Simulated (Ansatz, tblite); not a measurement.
# [SiF3]-: charged states by level of theory

The task here is to estimate one member of a computed series from the others.

The runs use Ansatz 0.2.0, Gaussian basis; as each input shows.

The runs, in order: charge 0 doublet, at the geometry of the singlet (PBE0-D4/def2-TZVPD, PBE-D4/def2-TZVPD, r2SCAN-D4/def2-TZVPD, CCSD(T)/def2-TZVPPD); the starting singlet's energies come from earlier runs.

## The relaxed structure

The singlet was relaxed beforehand with PBE-D4/def2-TZVPD.

4 atoms, charge -1, spin multiplicity 1.

Atoms are counted from 1 here; the program's logs count them from 0.

Bond lengths: Si1–F2 1.695 Å, Si1–F3 1.695 Å, Si1–F4 1.695 Å. Angles: F2–Si1–F3 97.2°, F2–Si1–F4 97.1°, F3–Si1–F4 97.1°.

The ion is computed in the gas phase, without counter-ions or solvent.

The first run:

Input file in.yaml:

```yaml
crystal:
  periodic: [false, false, false]
  atoms:
    - {symbol: Si, position_ang: [-0.004839, 0.004742, 0.636067]}
    - {symbol: F, position_ang: [1.468754, -0.031095, -0.200571]}
    - {symbol: F, position_ang: [-0.706395, 1.283682, -0.226960]}
    - {symbol: F, position_ang: [-0.757520, -1.257329, -0.208546]}
basis:
  gaussian: {orbitals: def2-SVP}
magnetization: {spin_polarized: true, initial_magnetization: 1}
hamiltonian: {xc: pbe0, dispersion: d4}
output: {orbitals: {seedname: orbitals}}
```

Run with:

```bash
> ansatz run in.yaml --threads 4 --pin off --events-out ev --progress --plain --max-ram 3916MiB
```

Among the steps run: Charge 0 doublet at the fixed geometry, first pass, PBE0-D4/def2-SVP; Charge 0 doublet at the fixed geometry, PBE0-D4/def2-TZVPD; Charge 0 doublet at the fixed geometry, PBE-D4/def2-TZVPD; Charge 0 doublet at the fixed geometry, r2SCAN-D4/def2-TZVPD; Charge 0 doublet at the fixed geometry, CCSD(T)/def2-TZVPPD.

One table of the session follows, with a row left open; its other results are not shown here.

It belongs to the step «Vertical ionisation energy». 

```
              method  vertical ionisation energy (eV)
      HF/def2-TZVPPD                             2.32
   PBE-D4/def2-TZVPD                             3.08
r2SCAN-D4/def2-TZVPD                                ?
  PBE0-D4/def2-TZVPD                             3.17
     MP2/def2-TZVPPD                             3.07
    CCSD/def2-TZVPPD                             3.22
 CCSD(T)/def2-TZVPPD                             3.23
```

**Question.** Estimate the row for r2SCAN-D4/def2-TZVPD.

**Answer.** vertical ionisation energy (eV): 2.98. In the column «vertical ionisation energy (eV)» it lies between HF/def2-TZVPPD (2.32) and MP2/def2-TZVPPD (3.07).

Limits of these values: The anion's highest level is positive in at least one run, so there the basis alone may hold the extra electron.
